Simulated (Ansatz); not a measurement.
# BNH₆: vertical ionisation energy

An exercise on one series of results from a longer session: the logs are not shown, and one member is left open.

The runs use Ansatz 0.2.0, Gaussian basis; unrestricted cation, the program's frozen cores in correlated methods.

Levels to be run: UKS PBE-D4/def2-TZVPP; UKS r2SCAN-D4/def2-TZVPP; UKS PBE0-D4/def2-TZVPP; UKS B3LYP-D4/def2-TZVPP; UKS wB97X-V/def2-TZVPP; UKS wB97M-V/def2-TZVPP; UKS B2PLYP/def2-TZVPP; UHF-CCSD(T)/def2-TZVPP; UHF-CCSD(T)/def2-QZVPP; extrapolation to the limit; then −ε(HOMO) from the neutral's earlier runs with LDA (SPW92), PBE-D4, revPBE-D4, BLYP-D4, r2SCAN-D4, B97M-V, PBE0-D4, B3LYP-D4, r2SCANh-D4, r2SCAN0-D4, HSE06-D4, BHLYP-D4, CAM-B3LYP-D4, LC-ωPBE, ωB97X-V, ωB97M-V.

**The relaxed structure**

An earlier PBE0-D4 in a triple-zeta def2 set relaxation fixed the geometry.

SMILES `[BH3-][NH3+]`, 8 atoms, charge 0, spin multiplicity 1.

Atoms are counted from 1 here; the program's logs count them from 0.

Bond lengths: B1–N2 1.639 Å, B1–H3 1.212 Å, B1–H4 1.212 Å, B1–H5 1.212 Å, N2–H6 1.015 Å, N2–H7 1.015 Å, N2–H8 1.015 Å. Angles: N2–B1–H3 105.3°, N2–B1–H4 105.3°, N2–B1–H5 105.3°, H3–B1–H4 113.3°, H3–B1–H5 113.3°, H4–B1–H5 113.3°, B1–N2–H6 110.9°, B1–N2–H7 110.9°, B1–N2–H8 110.9°, H6–N2–H7 108.0°, H6–N2–H8 108.0°, H7–N2–H8 108.0°.

Set-up of the first run:

The input, in.yaml:

```yaml
crystal:
  periodic: [false, false, false]
  atoms:
    - {symbol: B, position_ang: [-0.191313, 0.250782, -0.775402]}
    - {symbol: N, position_ang: [0.206511, -0.255108, 0.731709]}
    - {symbol: H, position_ang: [-0.078155, -0.728377, -1.480965]}
    - {symbol: H, position_ang: [-1.332573, 0.649687, -0.687235]}
    - {symbol: H, position_ang: [0.604395, 1.126591, -1.038429]}
    - {symbol: H, position_ang: [0.140754, 0.506981, 1.398737]}
    - {symbol: H, position_ang: [1.156575, -0.611274, 0.755256]}
    - {symbol: H, position_ang: [-0.413994, -0.996481, 1.040529]}
basis:
  gaussian: {orbitals: def2-TZVPP}
total_charge: 1
magnetization: {spin_polarized: true, initial_magnetization: 1}
hamiltonian: {xc: pbe, dispersion: d4}
```

Started as:

```bash
$ ansatz run in.yaml --threads 2 --pin off --events-out ev --progress --plain --max-ram 32768MiB --backend cpu
```

Steps of the session up to this table: Cation, UKS PBE-D4/def2-TZVPP; Cation, UKS r2SCAN-D4/def2-TZVPP; Cation, UKS PBE0-D4/def2-TZVPP; Cation, UKS B3LYP-D4/def2-TZVPP; Cation, UKS wB97X-V/def2-TZVPP; Cation, UKS wB97M-V/def2-TZVPP; Cation, UKS B2PLYP (frozen core)/def2-TZVPP; Cation, UHF-CCSD(T)/def2-TZVPP; Cation, UHF-CCSD(T)/def2-QZVPP.

One table of the session follows, with a row left open; its other results are not shown here.

For comparison, −ε(HOMO) of the neutral from earlier runs:

```
  functional  −ε(HOMO) (eV)
 LDA (SPW92)           6.44
      PBE-D4           6.42
   revPBE-D4           6.39
     BLYP-D4              ?
   r2SCAN-D4           6.72
      B97M-V           6.82
     PBE0-D4           7.79
    B3LYP-D4           7.61
  r2SCANh-D4           7.22
  r2SCAN0-D4           7.99
    HSE06-D4           7.38
    BHLYP-D4           9.14
CAM-B3LYP-D4           9.28
     LC-ωPBE          10.68
     ωB97X-V          10.32
     ωB97M-V          10.15
```

Estimate the missing values for BLYP-D4.

Worked estimate for «−ε(HOMO) (eV)». Against the share of exact exchange, B3LYP-D4 (0.2, 7.61), BHLYP-D4 (0.5, 9.14) give a slope of 5.10 per unit share; at 0 the line stands at 6.59.

The run gave: −ε(HOMO) (eV): 6.36. In «−ε(HOMO) (eV)» the line misses by +0.23.
